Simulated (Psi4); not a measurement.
# SiN2H4 (Si(NH2)2): OMP2/aug-cc-pVDZ (density fitting for correlation)

What is the vertical singlet–triplet gap of SiN2H4 (Si(NH2)2) at OMP2/aug-cc-pVDZ (density fitting for correlation)? 

The results are computed with Psi4 1.11.

1 further run of the same task is left out (it didn't finish).

## 1. The system as given

SiN2H4 has 7 atoms, charge 0, and is taken as a singlet. SMILES: `N[Si]N`. The shape is that of a GFN2-xTB optimisation. This is one conformer, not always the lowest.

Bond lengths: Si1–N2 1.717 Å, Si1–N5 1.717 Å, N2–H3 1.004 Å, N2–H4 1.012 Å, N5–H6 1.005 Å, N5–H7 1.012 Å. Angles: N2–Si1–N5 98.7°, Si1–N2–H3 122.8°, Si1–N2–H4 125.0°, Si1–N5–H6 122.9°, Si1–N5–H7 125.1°, H3–N2–H4 112.1°, H6–N5–H7 112.0°.

## 2. A single-point energy at OMP2/aug-cc-pVDZ (density fitting for correlation)

The input, calc.py:

```python
import psi4

psi4.set_memory(1600000000)
psi4.set_num_threads(1)
psi4.core.set_output_file('output.dat', False)

mol = psi4.geometry("""
0 1
Si     0.01819806     1.66418731    -1.44012249
N      2.46380602     0.03070805    -0.06799235
H      4.28705158     0.39773066    -0.44639111
H      2.26086834    -1.41432772     1.16694368
N     -2.46127379     0.10176175    -0.04665734
H     -4.27667699     0.55204569    -0.37265399
H     -2.29197323    -1.33212464     1.20687359
units au
symmetry c1
""")

options = {'basis': 'aug-cc-pVDZ', 'reference': 'rhf', 'puream': True, 'e_convergence': 1e-09, 'd_convergence': 1e-08, 'scf_type': 'pk', 'num_frozen_docc': 7}
psi4.set_options(options)

e = psi4.energy('omp2')
print(f'omp2 energy: {e:.10f} Eh')
```

Run with:

```bash
$ python calc.py
```

output.dat:

```text
[...]
  Running in c1 symmetry.
[...]
  Nuclear repulsion =  103.309387090509304
[...]
  Multiplicity = 1
[...]
  Nalpha       = 16
  Nbeta        = 16
[...]
    Number of basis functions: 109
[...]
   @RHF iter   1:  -400.01616842627135   -6.85709e-01   5.85737e-03 ADIIS/DIIS
[...]
   @RHF iter  11:  -400.20932369312425   -3.69482e-12   4.94638e-09 DIIS
[...]
    Orbital Energies [Eh]
    ---------------------
    Doubly Occupied:
       1A    -68.785377     2A    -15.549237     3A    -15.549165
       4A     -6.128025     5A     -4.231767     6A     -4.231036
       7A     -4.230038     8A     -1.156707     9A     -1.120218
      10A     -0.702955    11A     -0.676674    12A     -0.646641
      13A     -0.565986    14A     -0.450579    15A     -0.392822
      16A     -0.326277
[...]
  @RHF Final Energy:  -400.20932369312425
   => Energetics <=
    Nuclear Repulsion Energy =            103.3093870905093041
    One-Electron Energy =                -757.5504122576965074
    Two-Electron Energy =                 254.0317014740629702
    Total Energy =                       -400.2093236931242473
[...]
 Multipole Moments:
 ------------------------------------------------------------------------------------
     Multipole            Electronic (a.u.)      Nuclear  (a.u.)        Total (a.u.)
 ------------------------------------------------------------------------------------
 L = 1.  Multiply by 2.5417464519 to convert [e a0] to [Debye]
 Dipole X            :          0.0197376           -0.0274675           -0.0077299
 Dipole Y            :          1.7503732           -2.4197960           -0.6694229
 Dipole Z            :         -1.5149253            2.0940035            0.5790782
 Magnitude           :                                                    0.8851657
[...]
	Warning: cc_lambda option is changed to TRUE
	For this residual convergence, default PCG convergence is:     1.00e-07
[...]
	DF-MP2 Total Energy (a.u.)         :  -400.66545234106832
[...]
	DF-MP2 Total Energy (a.u.)         :  -400.67127484870531
[...]
	DF-OMP2 Total Energy (a.u.)        :  -400.67127484870696
[...]
```

Standard output:

```text
omp2 energy: -400.6712748487 Eh
```

It took 24 s on 1 thread of Intel Xeon 6975P-C (Granite Rapids), shared host; peak memory 0.53 GiB.

## 3. The triplet, same level

The input, run.py:

```python
import numpy as np
from ase.calculators.psi4 import Psi4
from ase import Atoms

atoms = Atoms(['Si', 'N', 'H', 'H', 'N', 'H', 'H'], positions=[
    [0.009630, 0.880650, -0.762080],
    [1.303790, 0.016250, -0.035980],
    [2.268610, 0.210470, -0.236220],
    [1.196400, -0.748430, 0.617520],
    [-1.302450, 0.053850, -0.024690],
    [-2.263120, 0.292130, -0.197200],
    [-1.212860, -0.704930, 0.638650],
])
calc = Psi4(atoms=atoms, method='omp2', basis='aug-cc-pVDZ', memory='1600MB', num_threads=1, charge=0, multiplicity=3, label='psi4-calc', reference='uhf')
calc.psi4.set_options({'puream': True, 'e_convergence': 1e-09, 'd_convergence': 1e-08, 'scf_type': 'pk', 'num_frozen_docc': 7, 'maxiter': 200})
atoms.calc = calc

print(f'energy: {atoms.get_potential_energy():.6f} eV')
```

Run with:

```bash
$ python run.py
```

psi4-calc.dat:

```text
[...]
  Running in c1 symmetry.
[...]
  Nuclear repulsion =  103.309387026185647
[...]
  Multiplicity = 3
[...]
  Nalpha       = 17
  Nbeta        = 15
[...]
    Number of basis functions: 109
[...]
   @UHF iter   1:  -399.89047474427105   -5.60015e-01   6.08409e-03 DIIS/ADIIS
[...]
   @UHF iter  14:  -400.11510605046118   -1.29603e-11   7.88510e-09 DIIS
[...]
   @S^2 Observed:                2.004654018E+00
[...]
    Orbital Energies [Eh]
    ---------------------
    Alpha Occupied:
       1A    -68.820763     2A    -15.543989     3A    -15.543937
       4A     -6.164714     5A     -4.273936     6A     -4.272309
       7A     -4.266718     8A     -1.159213     9A     -1.121307
      10A     -0.724852    11A     -0.678169    12A     -0.645472
      13A     -0.567466    14A     -0.476730    15A     -0.445433
      16A     -0.412256    17A     -0.218031
    Alpha Virtual:
      18A      0.035391    19A      0.043381    20A      0.051482
      21A      0.069327    22A      0.073265    23A      0.075532
      24A      0.095380    25A      0.112946    26A      0.151287
[...]
  @UHF Final Energy:  -400.11510605046118
   => Energetics <=
    Nuclear Repulsion Energy =            103.3093870261856466
    One-Electron Energy =                -757.1359976509243097
    Two-Electron Energy =                 253.7115045742775123
    Total Energy =                       -400.1151060504611792
  UHF NO Occupations:
  HONO-2 :   15  A 1.9988825
  HONO-1 :   16  A 1.0000000
[...]
 Multipole Moments:
 ------------------------------------------------------------------------------------
     Multipole            Electronic (a.u.)      Nuclear  (a.u.)        Total (a.u.)
 ------------------------------------------------------------------------------------
 L = 1.  Multiply by 2.5417464519 to convert [e a0] to [Debye]
 Dipole X            :          0.0232900           -0.0274675           -0.0041775
 Dipole Y            :          2.0822729           -2.4197960           -0.3375231
 Dipole Z            :         -1.8017215            2.0940035            0.2922820
 Magnitude           :                                                    0.4465065
[...]
	Warning: cc_lambda option is changed to TRUE
	For this residual convergence, default PCG convergence is:     1.00e-07
[...]
	DF-SCS-MP2 Total Energy (a.u.)     :  -400.53445468873770
	DF-SOS-MP2 Total Energy (a.u.)     :  -400.52935572290295
[...]
	DF-SCS-OMP2 Total Energy (a.u.)    :  -400.53864329005501
	DF-SOS-OMP2 Total Energy (a.u.)    :  -400.50040719945974
	DF-SCS(N)-OMP2 Total Energy (a.u.) :  -400.31102407714025
[...]
	DF-OMP2 Total Energy (a.u.)        :  -400.54990385779615
[...]
```

Standard output:

```text
energy: -10899.518056 eV
```

It took 59 s on 1 thread of Intel Xeon 6975P-C (Granite Rapids), shared host; peak memory 0.57 GiB.

## 4. Results

At OMP2/aug-cc-pVDZ (density fitting for correlation), 7 core orbitals frozen:

| quantity | value |
| --- | --- |
| singlet: total energy | -400.67127 Eh |
| singlet: HOMO energy (Hartree–Fock orbitals) | -8.88 eV |
| singlet: LUMO energy (Hartree–Fock orbitals) | 0.95 eV |
| singlet: HOMO–LUMO gap (Hartree–Fock orbitals) | 9.82 eV |
| singlet: correlation energy (7 core orbitals frozen) | -462.0 mEh |
| triplet: total energy | -400.54990 Eh |
| triplet: HOMO energy (Hartree–Fock orbitals) (highest over α and β) | -5.93 eV |
| triplet: LUMO energy (Hartree–Fock orbitals) (lowest over α and β) | 0.14 eV |
| triplet: correlation energy (7 core orbitals frozen) | -434.8 mEh |
| triplet: ⟨S²⟩ of the reference determinant | 2.005 |
| vertical energy of the triplet above the singlet | 3.303 eV |

**Reading.** At this shape the triplet lies 3.30 eV (76 kcal/mol) above the singlet.
